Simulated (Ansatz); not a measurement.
# BHS (triplet): wave-function methods side by side, 6-31G

Aim: climb from Hartree-Fock through coupled cluster and multireference methods for BHS (triplet) at one geometry and basis, and see what each rung misses.

Method: 6-31G, core rule «outside noble gas», up to 6 orbitals frozen; program: Ansatz 0.2.0, Gaussian basis.

To be run: UHF; CCSD(T) on ROHF; CCSD(T) on UHF; BCCD(T) on ROHF; CISD; CCSDT(Q) on ROHF; CCSDT(Q) on UHF; CCSDTQ on ROHF; CCSDTQ on UHF; CASSCF and MRCISD+Q, 10 electrons in 9 orbitals; CASSCF and NEVPT2, 10 electrons in 9 orbitals; Full CI.

6 further runs of the same task are left out: 6 set aside as unsound or not needed.

**1. The geometry**

The geometry is a PBE0/def2-TZVP stationary point (not a proven minimum).

3 atoms, charge 0, spin multiplicity 3.

Atoms are counted from 1 here; the program's logs count them from 0.

Bond lengths: B1–S2 1.710 Å, S2–H3 1.369 Å. Angles: B1–S2–H3 103.8°.

**2. UHF**

File in.yaml:

```yaml
crystal:
  periodic: [false, false, false]
  atoms:
    - {symbol: B, position_ang: [0.000000, 0.089300, 1.293314]}
    - {symbol: S, position_ang: [0.000000, -0.068618, -0.409085]}
    - {symbol: H, position_ang: [0.000000, 1.225097, -0.857906]}
basis:
  gaussian: {orbitals: 6-31G}
magnetization: {spin_polarized: true, initial_magnetization: 2}
hamiltonian: {xc: hf}
output: {orbitals: {seedname: orbitals}}
```

Started as:

```
$ ansatz run in.yaml --threads 1 --pin off --events-out ev --progress --plain --max-ram 4096MiB --backend cpu
```

The runs that follow: CCSD(T) on ROHF; CCSD(T) on UHF; BCCD(T) on ROHF; CISD; CCSDT(Q) on ROHF; CCSDT(Q) on UHF; CCSDTQ on ROHF; CCSDTQ on UHF; CASSCF and MRCISD+Q, 10 electrons in 9 orbitals; CASSCF and NEVPT2, 10 electrons in 9 orbitals; Full CI.

**Question.** What will the summary of the whole plan be? Wanted: FCI below the RHF energy; RMP2 from FCI; UMP2 from FCI; RCCSD from FCI; RCCSD(T) from FCI; UCCSD(T) from FCI; RCCSDT(Q) from FCI; UCCSDT(Q) from FCI; NEVPT2 valence from FCI.

The runs gave:

| quantity | value |
| --- | --- |
| FCI below the RHF energy | -2.7635 eV |
| RMP2 from FCI | +664.9 meV |
| UMP2 from FCI | +620.2 meV |
| RCCSD from FCI | +93.1 meV |
| RCCSD(T) from FCI | +20.6 meV |
| UCCSD(T) from FCI | +21.0 meV |
| RCCSDT(Q) from FCI | +0.3 meV |
| UCCSDT(Q) from FCI | -1.1 meV |
| NEVPT2 valence from FCI | +293.8 meV |
| MRCISD+Q valence from FCI | +10.5 meV |
| levels within 1 kcal/mol (43 meV) | RCCSD(T), UCCSD(T), BCCD(T), RCCSDT, UCCSDT, RCCSDT(Q), UCCSDT(Q), RCCSDTQ, UCCSDTQ, MRCISD valence, MRCISD+Q valence |
| T1 diagnostic | 0.034 |
| effectively unpaired electrons | 2.04 |

What this shows: RCCSD(T) misses by +20.6 meV, 0.7 % of the correlation energy. One determinant dominates. Of the multireference levels listed MRCISD+Q valence comes nearest in total energy (+10.5 meV), which doesn't show that its space is the better one. These misses are within one basis, not against nature; the frozen cores of restricted and unrestricted runs differ, which can shift their rows.
